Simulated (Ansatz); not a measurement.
Cartesian coordinates in Å:
```
C 0.7506 -1.0859 -1.4898
C 0.3914 0.1290 -1.0790
C -0.1637 0.4531 0.2307
C -0.4836 1.7182 0.5176
C -0.3585 -0.6518 1.2197
H 1.1567 -1.2442 -2.4814
H 0.6533 -1.9601 -0.8559
H 0.5107 0.9712 -1.7566
H -0.3385 2.5119 -0.2071
H -0.8975 1.9961 1.4800
H -0.7789 -0.2732 2.1514
H 0.5904 -1.1467 1.4463
H -1.0323 -1.4176 0.8242
```

Total charge 0; spin multiplicity 1.

(1) List the PBE0/def2-TZVPP orbital energies in eV (Ansatz 0.2.0). (Best estimate.)

Results:

(1) Ansatz gave: Occupied: -278.59, -278.31, -278.06, -278.02, -277.98, -23.14, -20.85, -19.42, -16.88, -14.67, -13.41, -12.92, -11.81, -11.26, -10.80, -10.41, -9.55, -8.81, -6.72. Lowest empty: -0.77, 1.57, 1.86, 2.15, 2.50, 2.95, 3.48, 3.61.
